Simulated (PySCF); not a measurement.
Orbital picture of C₂⁺

M06 at R = 1.409 Å; PySCF, no relativity, basis sets C 6-31G(d,p). State: ⁴Σg⁻ (quartet), unpaired electrons σ ↑, π ↑↑. Only the outer orbitals are listed.

```json
{"spin": "α", "orbital": "σg", "occ.": "1", "ε (eV)": "-32.73", "main shells (%)": "79 s, 21 p"}
{"spin": "α", "orbital": "σu", "occ.": "1", "ε (eV)": "-22.70", "main shells (%)": "86 s, 13 p"}
{"spin": "α", "orbital": "πu", "occ.": "1", "ε (eV)": "-19.81", "main shells (%)": "99 p"}
{"spin": "α", "orbital": "πu", "occ.": "1", "ε (eV)": "-19.81", "main shells (%)": "99 p"}
{"spin": "α", "orbital": "σg", "occ.": "1", "ε (eV)": "-19.22", "main shells (%)": "76 p, 24 s"}
{"spin": "α", "orbital": "πg", "occ.": "0", "ε (eV)": "-11.36", "main shells (%)": "100 p"}
{"spin": "α", "orbital": "πg", "occ.": "0", "ε (eV)": "-11.36", "main shells (%)": "100 p"}
{"spin": "α", "orbital": "σu", "occ.": "0", "ε (eV)": "-1.84", "main shells (%)": "95 p"}
{"spin": "β", "orbital": "σg", "occ.": "1", "ε (eV)": "-30.02", "main shells (%)": "78 s, 21 p"}
{"spin": "β", "orbital": "σu", "occ.": "1", "ε (eV)": "-19.45", "main shells (%)": "90 s, 10 p"}
{"spin": "β", "orbital": "πu", "occ.": "0", "ε (eV)": "-14.66", "main shells (%)": "98 p"}
{"spin": "β", "orbital": "πu", "occ.": "0", "ε (eV)": "-14.66", "main shells (%)": "98 p"}
{"spin": "β", "orbital": "σg", "occ.": "0", "ε (eV)": "-14.09", "main shells (%)": "74 p, 26 s"}
```

Which are the highest filled and the lowest empty level, where do they sit, and how wide is the gap?

Highest filled α σg at -19.22 eV (in %: 76 p, 24 s); lowest empty β πu at -14.66 eV (in %: 98 p); the gap at M06 is 4.56 eV.

The bond order (Mayer) is 1.90 and the ⟨S²⟩ is 3.754.

The state was picked by a PBE0 search and need not be the measured ground state.
